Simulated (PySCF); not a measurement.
Worked example: correlation energy of NClO, singlet

Geometry: MP2(full)/6-31G*, from the G2/97 set.

```json
{"atom": "Cl", "x (Å)": "-0.5258", "y (Å)": "-0.9400", "z (Å)": "0.0000"}
{"atom": "N", "x (Å)": "0.0119", "y (Å)": "1.0183", "z (Å)": "0.0000"}
{"atom": "O", "x (Å)": "1.1546", "y (Å)": "1.1916", "z (Å)": "0.0000"}
```

Basis STO-3G; PySCF 2.14.0. Correlated methods freeze the noble-gas cores, which leaves 18 electrons in 12 orbitals. Prefix R: restricted or restricted open-shell reference.

Full CI is exact within this basis and frozen core; it isn't the basis-set limit.

| level | total energy (hartree) |
| --- | --- |
| RHF | -582.061104 |
| RMP2 | -582.223252 |
| RCCSD | -582.237721 |
| RCCSD(T) | -582.246333 |
| RCCSDT | -582.248247 |
| RCCSDT(Q) | -582.249280 |
| full CI | -582.249479 |

Q: What is the correlation energy at full CI, and what share of it do RMP2 and RCCSD(T) recover?

A: E(corr) = -582.249479 − (-582.061104) = -0.188375 hartree = -5.126 eV. RMP2: -0.162148 / -0.188375 = 86.08 %. RCCSD(T): -0.185229 / -0.188375 = 98.33 %.

Q: By how many kcal/mol does RCCSD(T) miss full CI (1 hartree = 627.509 kcal/mol), and which steps make up the rest?

A: -582.246333 − (-582.249479) = 0.003146 hartree = 1.97 kcal/mol. Steps: RCCSDT − RCCSD(T) = -1.20, RCCSDT(Q) − RCCSDT = -0.65, full CI − RCCSDT(Q) = -0.12 kcal/mol. With more than one leading determinant such errors change with state and geometry, and needn't cancel in differences.
